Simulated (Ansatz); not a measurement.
Saddle point of C$_{2}$H$_{4}$Cl, doublet (C₂H₃Cl (C=CCl) + H → C₂H₄Cl ([CH3][CH][Cl]); bonds formed: C1–H4), PBE0-D4/def2-TZVP structure:

C1  (0.155, -0.429, 0.431)
C2  (-0.381, -0.103, -0.739)
Cl3  (0.550, 0.339, -2.111)
H4  (0.387, 1.476, 1.517)
H5  (1.227, -0.493, 0.572)
H6  (-0.490, -0.727, 1.248)
H7  (-1.448, -0.064, -0.917)
(Å)

Energies are electronic, without zero-point energy. Barriers and step energies count from the start structure reached by relaxing down the imaginary mode; all methods use the PBE0-D4 structures, on which another method's saddle can fall below an end. Computed with Ansatz 0.2.0 (basis: def2-TZVPP, with def2-QZVPP for the basis limit); correlated methods freeze the cores; orbitals are unrestricted. B3LYP uses VWN-RPA correlation. Extrapolation: Hartree–Fock as exp(−7.88 √X), correlation as X^−2.97.

```
      method  barrier (kcal/mol)  step energy (kcal/mol)
       SPW92               -3.02                  -48.26
      PBE-D4                0.23                  -43.89
     BLYP-D4               -0.92                  -42.90
   r2SCAN-D4               -1.42                  -48.42
      B97M-V                1.60                  -45.69
     PBE0-D4                0.84                  -46.75
    B3LYP-D4               -0.19                  -45.60
  r2SCAN0-D4               -1.15                  -50.54
    BHLYP-D4                   ?                  -48.31
CAM-B3LYP-D4                   ?                  -46.85
     wB97X-V                2.11                  -46.49
     wB97M-V                2.13                  -44.77
      B2PLYP                1.27                  -44.20
    PBE-QIDH                2.13                  -46.36
  RPA on PBE                2.58                  -42.64
          HF                   ?                  -43.17
         MP2                7.44                  -39.63
        CCSD                2.09                  -45.12
     CCSD(T)                1.97                  -43.33
```

(1) Fill in the withheld barriers. (Judge from chemistry; the value comes from the calculation.)

No T1 diagnostic of these runs exceeds 0.031. ⟨S²⟩ of the unrestricted Hartree–Fock references: 0.75 to 0.91 (a pure state has 0.75). The unrestricted reference is spin-contaminated, which hurts MP2 most.

Results:

(1) By the calculation: CAM-B3LYP-D4 0.29; HF 2.94; BHLYP-D4 0.54 kcal/mol. Each is the energy of the saddle less that of the start structure, by the same method.

For comparison, the barrier by CCSD(T) at an estimated basis limit (MP2 extrapolated from triple and quadruple zeta, plus CCSD(T) − MP2 in triple zeta) is 1.92 kcal/mol.

Labels in which every atom is bracketed show which atoms are joined, not bond orders.

For scale, one of the runs: CCSD(T)/def2-TZVPP, 160 basis functions, launched by `ansatz run in.yaml --threads 2 --pin off --events-out ev --progress --plain --max-ram 4352MiB`. The run took 95 s on 2 CPU threads of an Arm Neoverse V1 (shared host), with 2.8 GiB of host memory at its peak.
